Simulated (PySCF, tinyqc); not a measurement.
Ways to converge the cycle: SCF convergence aids in the sto-6g basis, for H2O, spin multiplicity 1. Computed by the program tinyqc with PySCF. Command: `OMP_NUM_THREADS=1 python tinyqc.py 115434 115435 out.jsonl`; one thread of a shared host (Intel(R) Xeon(R) Processor @ 2.60GHz), about 1 s.

Geometry (angstrom):
```
atom       x        y       z
O     0.0000   0.0000  0.0000
H     0.0000   0.9710  0.9400
H     0.0000  -0.9710  0.9400
```

lowest restricted solution found by these runs and by PySCF = -75.522255 hartree

RHF with one setting changed at a time; a run stops when the energy changes by less than 1e-09 hartree and the error matrix is below 1e-5. The start is the core Hamiltonian. Damping d keeps d of the old density; a shift (hartree) raises the virtual levels; DIIS n extrapolates F over n matrices.

Largest element of the error matrix X^T (FDS - SDF) X:
```
iteration    plain  damping 0.3  damping 0.6  shift 0.4   DIIS 3   DIIS 8
1          3.4e-01      3.4e-01      3.4e-01    3.4e-01  3.4e-01  3.4e-01
2          5.1e-01      1.4e-01      1.9e-01    9.1e-02  5.1e-01  5.1e-01
3          3.1e-01      8.0e-02      1.3e-01    3.6e-02  1.4e-01  1.4e-01
4          1.6e-01      4.3e-02      9.3e-02    1.5e-02  2.0e-02  2.0e-02
5          8.4e-02      2.3e-02      6.5e-02    6.3e-03  8.5e-03  5.9e-03
6          3.8e-02      1.2e-02      4.6e-02    2.8e-03  1.2e-03  3.1e-03
8          9.1e-03      3.5e-03      2.3e-02    6.5e-04  3.7e-05  5.8e-07
10         2.2e-03      1.2e-03      1.3e-02    2.9e-04  2.0e-06        -
14         1.4e-04      3.5e-04      4.0e-03    8.7e-05        -        -
20               -      5.0e-05      7.6e-04    1.4e-05        -        -
30               -            -      1.3e-04          -        -        -
45               -            -      9.9e-06          -        -        -
```

How each run ends:
```
run          iterations  E (hartree)         state
plain                19   -75.522255  lowest found
damping 0.3          26   -75.522254  lowest found
damping 0.6          46   -75.522254  lowest found
shift 0.4            22   -75.522254  lowest found
DIIS 3               10   -75.522255  lowest found
DIIS 8                9   -75.522255  lowest found
```

6 of 6 runs reach the lowest restricted solution found, in 9 to 46 iterations (fastest: DIIS 8). Plain steps already contract here, so damping only slows them. DIIS 3 and DIIS 8 gain by cancelling the error over several earlier matrices, much as a quasi-Newton step does. The restricted reference is unstable here: a spin-polarised solution lies 0.0134 hartree lower (PySCF), so results built on it describe a poor reference.
